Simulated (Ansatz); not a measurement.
`N[SiH]`, 5 atoms. Total charge 0; spin multiplicity 1. All runs use 2 threads of an AMD EPYC 7R13 on a shared host. Correlated methods freeze the cores. Open-shell runs search over several starts.

(1) How many basis functions does each run have, and how long does it take in Ansatz? RKS PBE0-D4/def2-TZVP relaxation (6 steps); RHF-CCSD(T)/def2-SVP energy; RHF-CCSD(T)/cc-pV(Q+d)Z energy; RHF-CCSD(T)/def2-QZVPP energy; UHF-CCSD(T)/def2-TZVPP energy of the cation; RKS ωB97M-V/def2-QZVPP energy; RKS PBE-QIDH (frozen core)/def2-TZVPP energy; UKS B2PLYP (frozen core)/def2-TZVPP energy of the cation; RHF-CCSD(T)/def2-TZVPP energy; RKS r2SCANh-D4/def2-TZVPP energy; RKS ωB97M-V/def2-SVP energy; RKS B97M-V/def2-TZVPP energy. (An estimate is asked.)

Results:

(1) Ansatz gave: Other jobs shared the machine, so times are rough.

| level | job | functions | wall time | peak host memory (GiB) |
| --- | --- | --- | --- | --- |
| RHF-CCSD(T)/def2-SVP | energy | 47 | 0.61 s | 0.13 |
| RKS ωB97M-V/def2-SVP | energy | 47 | 1.4 s | 0.15 |
| RKS r2SCANh-D4/def2-TZVPP | energy | 115 | 1.5 s | 0.19 |
| RKS PBE-QIDH (frozen core)/def2-TZVPP | energy | 115 | 1.6 s | 0.17 |
| RKS B97M-V/def2-TZVPP | energy | 115 | 2.2 s | 0.17 |
| UKS B2PLYP (frozen core)/def2-TZVPP | energy of the cation | 115 | 4 s | 0.28 |
| RHF-CCSD(T)/def2-TZVPP | energy | 115 | 4.5 s | 0.46 |
| RKS ωB97M-V/def2-QZVPP | energy | 217 | 5.5 s | 0.48 |
| RKS PBE0-D4/def2-TZVP | relaxation (6 steps) | 86 | 7 s | 0.16 |
| UHF-CCSD(T)/def2-TZVPP | energy of the cation | 115 | 11 s | 0.9 |
| RHF-CCSD(T)/cc-pV(Q+d)Z | energy | 209 | 27 s | 2.7 |
| RHF-CCSD(T)/def2-QZVPP | energy | 217 | 30 s | 3.1 |
